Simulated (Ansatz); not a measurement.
**CH₃S+: one structure at several levels**

A test off equilibrium: a structure displaced at random from a GFN2-xTB minimum is computed at several levels, and each is set against CCSD(T).

Method: single points in def2-TZVPP; program: Ansatz 0.2.0, Gaussian basis.

Correlated methods freeze the cores.

## (1) The starting structure

SMILES `[CH2+]S`, 5 atoms, charge 1, spin multiplicity 1.

Atoms are counted from 1 here; the program's logs count them from 0.

Bond lengths: C1–S2 1.621 Å, C1–H3 1.068 Å, C1–H4 1.076 Å, S2–H5 1.362 Å. Angles: S2–C1–H3 124.5°, S2–C1–H4 118.3°, H3–C1–H4 117.2°, C1–S2–H5 100.2°.

Coordinates:

```
C    -0.3633   -0.3880   -0.1108
S     0.8629    0.5801   -0.5425
H    -0.8318   -0.3802    0.8494
H    -0.7286   -1.1000   -0.8298
H     1.0427    1.2742    0.6160
```

## (2) CCSD(T)/def2-TZVPP

Contents of run/in.yaml:

```yaml
crystal:
  periodic: [false, false, false]
  atoms:
    - {symbol: C, position_ang: [-0.363300, -0.388000, -0.110800]}
    - {symbol: S, position_ang: [0.862900, 0.580100, -0.542500]}
    - {symbol: H, position_ang: [-0.831800, -0.380200, 0.849400]}
    - {symbol: H, position_ang: [-0.728600, -1.100000, -0.829800]}
    - {symbol: H, position_ang: [1.042700, 1.274200, 0.616000]}
basis:
  gaussian: {orbitals: def2-TZVPP}
total_charge: 1
correlation: {method: ccsd_t}
output: {forces: true}
```

The command line of these runs was not kept.

## (3) PBE0-D4/def2-TZVPP

run/in.yaml: that of step 2 with these lines changed.

```diff
@@ -11,3 +11,3 @@
 total_charge: 1
-correlation: {method: ccsd_t}
-output: {forces: true}
+hamiltonian: {xc: pbe0, dispersion: d4}
+output: {forces: true, orbitals: {seedname: orbitals}}
```

## (4) wB97M-V/def2-TZVPP

run/in.yaml: that of step 3 with these lines changed.

```diff
@@ -11,3 +11,3 @@
 total_charge: 1
-hamiltonian: {xc: pbe0, dispersion: d4}
-output: {forces: true, orbitals: {seedname: orbitals}}
+hamiltonian: {xc: {name: wB97M-V}}
+output: {forces: true}
```

## (5) r2SCAN-D4/def2-TZVPP

run/in.yaml: that of step 4 with these lines changed.

```diff
@@ -11,3 +11,3 @@
 total_charge: 1
-hamiltonian: {xc: {name: wB97M-V}}
+hamiltonian: {xc: r2scan, dispersion: d4}
 output: {forces: true}
```

## (6) PBE-D4/def2-TZVPP

run/in.yaml: that of step 5 with these lines changed.

```diff
@@ -11,3 +11,3 @@
 total_charge: 1
-hamiltonian: {xc: r2scan, dispersion: d4}
+hamiltonian: {xc: pbe, dispersion: d4}
 output: {forces: true}
```

## (7) revPBE-D4/def2-TZVPP

run/in.yaml: that of step 6 with these lines changed.

```diff
@@ -11,3 +11,3 @@
 total_charge: 1
-hamiltonian: {xc: pbe, dispersion: d4}
+hamiltonian: {xc: {name: revPBE}, dispersion: d4}
 output: {forces: true}
```

## (8) BHLYP-D4/def2-TZVPP

run/in.yaml: that of step 7 with these lines changed.

```diff
@@ -11,3 +11,3 @@
 total_charge: 1
-hamiltonian: {xc: {name: revPBE}, dispersion: d4}
+hamiltonian: {xc: {name: BHLYP}, dispersion: d4}
 output: {forces: true}
```

(Steps that only read results are left out.)

**Question.** What will these runs give? Wanted: energy less free atoms, CCSD(T)/def2-TZVPP; RMS force component; RMS force error; HOMO and LUMO, PBE0-D4; T1 diagnostic.

**Answer**, as computed:

| quantity | value |
| --- | --- |
| energy less free atoms, CCSD(T)/def2-TZVPP | -192.1 kcal/mol |
| RMS force component | 0.229 to 0.346 eV/Å over the methods |
| RMS force error | PBE0-D4 0.229, wB97M-V 0.226, r2SCAN-D4 0.159, PBE-D4 0.214, revPBE-D4 0.202, BHLYP-D4 0.282 eV/Å |
| HOMO and LUMO, PBE0-D4 | -16.84 and -9.93 eV |
| T1 diagnostic | 0.022 |

What this shows: Against CCSD(T) the functionals' energies less atoms differ by -17.5 to +2.6 kcal/mol, PBE-D4 by -17.5 kcal/mol. CCSD(T) in triple zeta still lacks some correlation energy of the bonds, so part of these gaps is its own basis error and they don't rank the functionals. The forces of r2SCAN-D4 come nearest to CCSD(T), those of BHLYP-D4 are farthest. Frozen-core CCSD(T) forces in triple zeta carry basis errors of their own, and this is one geometry, so small gaps rank nothing. The restricted Hartree–Fock reference is unstable towards an unrestricted one at one or more of these structures.
